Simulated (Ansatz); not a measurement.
A trace of molecular dynamics of CH₈SSi (11 atoms, charge 0, multiplicity 1).

Theory: RKS B3LYP/6-31G* in Ansatz.

```json
{
 "ensemble": "NVE (velocity Verlet)",
 "starting velocities drawn for": "300 K",
 "seed": "8756"
}
```

```json
{"time (fs)": "0", "T (K)": "300", "potential energy less start (eV)": "0.000", "conserved less start (meV/atom)": "0.00"}
{"time (fs)": "4", "T (K)": "145", "potential energy less start (eV)": "0.182", "conserved less start (meV/atom)": "0.14"}
{"time (fs)": "8", "T (K)": "133", "potential energy less start (eV)": "0.196", "conserved less start (meV/atom)": "0.11"}
{"time (fs)": "12", "T (K)": "180", "potential energy less start (eV)": "0.141", "conserved less start (meV/atom)": "0.09"}
{"time (fs)": "16", "T (K)": "197", "potential energy less start (eV)": "0.121", "conserved less start (meV/atom)": "0.07"}
{"time (fs)": "20", "T (K)": "139", "potential energy less start (eV)": "0.189", "conserved less start (meV/atom)": "0.09"}
{"time (fs)": "24", "T (K)": "129", "potential energy less start (eV)": "0.201", "conserved less start (meV/atom)": "0.13"}
{"time (fs)": "28", "T (K)": "253", "potential energy less start (eV)": "0.055", "conserved less start (meV/atom)": "0.10"}
{"time (fs)": "32", "T (K)": "387", "potential energy less start (eV)": "-0.100", "conserved less start (meV/atom)": "0.10"}
{"time (fs)": "36", "T (K)": "615", "potential energy less start (eV)": "-0.365", "conserved less start (meV/atom)": "0.08"}
{"time (fs)": "40", "T (K)": "913", "potential energy less start (eV)": "-0.711", "conserved less start (meV/atom)": "0.16"}
{"time (fs)": "44", "T (K)": "1497", "potential energy less start (eV)": "-1.393", "conserved less start (meV/atom)": "0.01"}
{"time (fs)": "48", "T (K)": "1889", "potential energy less start (eV)": "-1.847", "conserved less start (meV/atom)": "0.11"}
{"time (fs)": "52", "T (K)": "2369", "potential energy less start (eV)": "-2.407", "conserved less start (meV/atom)": "0.05"}
{"time (fs)": "56", "T (K)": "2673", "potential energy less start (eV)": "-2.760", "conserved less start (meV/atom)": "0.09"}
{"time (fs)": "60", "T (K)": "2901", "potential energy less start (eV)": "-3.026", "conserved less start (meV/atom)": "0.04"}
{"time (fs)": "64", "T (K)": "2843", "potential energy less start (eV)": "-2.958", "conserved less start (meV/atom)": "0.04"}
{"time (fs)": "68", "T (K)": "2612", "potential energy less start (eV)": "-2.689", "conserved less start (meV/atom)": "0.08"}
{"time (fs)": "72", "T (K)": "2495", "potential energy less start (eV)": "-2.552", "conserved less start (meV/atom)": "0.12"}
{"time (fs)": "76", "T (K)": "2554", "potential energy less start (eV)": "-2.621", "conserved less start (meV/atom)": "0.10"}
{"time (fs)": "80", "T (K)": "2783", "potential energy less start (eV)": "-2.888", "conserved less start (meV/atom)": "0.02"}
{"time (fs)": "84", "T (K)": "2864", "potential energy less start (eV)": "-2.982", "conserved less start (meV/atom)": "0.09"}
{"time (fs)": "88", "T (K)": "2843", "potential energy less start (eV)": "-2.957", "conserved less start (meV/atom)": "0.04"}
{"time (fs)": "92", "T (K)": "2658", "potential energy less start (eV)": "-2.741", "conserved less start (meV/atom)": "0.14"}
{"time (fs)": "96", "T (K)": "2677", "potential energy less start (eV)": "-2.765", "conserved less start (meV/atom)": "0.05"}
{"time (fs)": "100", "T (K)": "2585", "potential energy less start (eV)": "-2.658", "conserved less start (meV/atom)": "0.09"}
```

Question: Can this run be trusted? Judge the integration.

Answer: The conserved energy stayed within 0.17 meV per atom of its start (net change 0.088 meV per atom), so the integration is sound. The kinetic energy rose, since the run started high on the potential surface and went downhill. It ends in pieces (CH4 + H4SSi), so much of that is their flight and rotation, not heat. A run of 0.1 ps of so small a system gives no equilibrium averages. The orbitals stay closed-shell, which can raise the energy where a bond breaks towards radicals; this wasn't checked here. The time step was 0.5 fs.

Time of the run: 11 min on 1 thread of Arm Neoverse V1 (shared host), peak memory 0.13 GiB.
